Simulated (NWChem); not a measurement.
# O, triplet

Program: NWChem. Pople sets run with spherical d functions. Spin-unrestricted. The open p shell is one determinant without spherical averaging. No stability test was run on the SCF state.

Q: Taking PBE/6-311++G** as the yardstick, which of these has the fewest basis functions while keeping “highest occupied level (eV)” within 0.05 eV of it: PBE/STO-3G; PBE/6-31+G*; PBE/6-311G**; PBE/3-21G; PBE/6-31G*?

A: PBE/6-31+G*.
```csv
level,basis functions,highest occupied level (eV)
PBE/STO-3G,5,-1.45
PBE/3-21G,9,-5.83
PBE/6-31G*,14,-6.85
PBE/6-31+G*,18,-7.54
PBE/6-311G**,18,-7.04
PBE/6-311++G**,22,-7.55
```

The yardstick is one finite set, not the basis-set limit.
